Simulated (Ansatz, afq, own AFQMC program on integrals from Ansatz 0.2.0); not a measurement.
AFQMC on a folder of integrals that Ansatz 0.2.0 wrote.

```yaml
crystal:
  periodic: [false, false, false]
  atoms:
    - {symbol: Si, position_ang: [0.000000, 0.000000, 0.000000]}
    - {symbol: C, position_ang: [0.000000, 0.000000, 1.859000]}
basis:
  gaussian: {orbitals: 6-31G}
magnetization: {spin_polarized: false, initial_magnetization: 2}
correlation: {method: ccsd_t, electrons: outside_noble_gas, hamiltonian_folder: ham}
```

```sh
$ ansatz run in.yaml --threads 1 --pin off --events-out ev --progress --plain --max-ram 16896MiB --backend cuda --devices 0, --max-vram 18GiB
```

afq runs on the folder ham with

```
--method phaseless --trial hf --walkers 4000 --populations 20 --least-time 40 --time-step 0.005 --steps-per-block 20 --equilibration-blocks 112 --max-blocks 4000 --target-error 0.0008500 --factor-cut 1e-05 --start spin_pure --seed 7507 --taylor-order 6
```

Times are imaginary, in 1/Eh. The walk had a cap of 49 s. With eight or more populations the least sampling time is a fifth of least-time, and the error comes from their spread.

Output of the walk:

```
orbitals 16  electrons 5 3  factors 89 of 267
reference energy -326.54028007 Eh
CCSD correlation -0.14249073 Eh in 17 cycles, weight of the determinant in the CISD state 0.7987
energy of the start -326.540282 Eh
 block  time / (1/Eh)  mean weight  energy / Eh
     1     0.100  1.0004  -326.556280
     2     0.200  1.0006  -326.570097
     3     0.300  1.0005  -326.581137
     4     0.400  1.0006  -326.591439
     5     0.500  1.0006  -326.599509
     8     0.800  1.0003  -326.619526
    11     1.100  1.0003  -326.633419
    41     4.100  1.0000  -326.671905
    71     7.100  1.0000  -326.678265
   101    10.100  0.9999  -326.676635
   111    11.100  1.0002  -326.688659
   131    13.100  1.0001  -326.682164
   161    16.100  1.0001  -326.675537
   191    19.100  0.9999  -326.679656
   221    22.100  1.0000  -326.673447
   251    25.100  1.0001  -326.680798
   281    28.100  1.0000  -326.683993
   311    31.100  0.9999  -326.672102
   341    34.100  1.0000  -326.675369
   371    37.100  1.0002  -326.681267
   401    40.100  1.0003  -326.681618
   421    42.100  1.0000  -326.679904
error from the spread of 20 populations
energy -326.678946 +/- 0.000829 Eh
(rows thinned)
```

The run passed its tests (sampling time, drift between the halves within three errors, error under three times the target), which doesn't prove that it has relaxed.

Against this walk (error 22.6 meV) on the same determinant: CCSD(T) 272.7 meV lower, CCSDT(Q) 340.6 meV lower, CCSDTQ 342.9 meV lower, full CI 348.3 meV lower, a separate phaseless walk with a CISD trial and standard settings 291.5 ± 23.0 meV lower. The error is statistical and leaves out the bias of the constraint. Full CI is exact here, so the walk's 348 meV above it is the walk's own error: the bias of the constraint with this trial. It lies above even CCSD, by 104 meV. The determinant is a poor start (see the cautions), so the low cluster orders aren't to be relied on, and full CI is the sure value.

Cautions: constraint bias not in the error; lower spins were not checked; a spin-contaminated unrestricted determinant lies lower (UHF 1.05 eV lower, ⟨S²⟩ 2.69); strong correlation (T1 0.070, weight of the determinant 0.80, largest double 0.20).

The walk took 38 s on 1 × NVIDIA H100 80GB HBM3 with 2 threads of AMD EPYC 7R13 Processor (Zen 3), on a shared host (the card was shared). The log's last line is the phaseless energy.

CCSDT and higher add their correlation energy to the determinant of the CCSD(T) run, since their own runs factorise the integrals more tightly (a shift of under 2 meV). A walk keeps the symmetry of its determinant, which the program's search chose and which needn't be the lowest solution, so a lower state of the same spin and another symmetry isn't excluded.
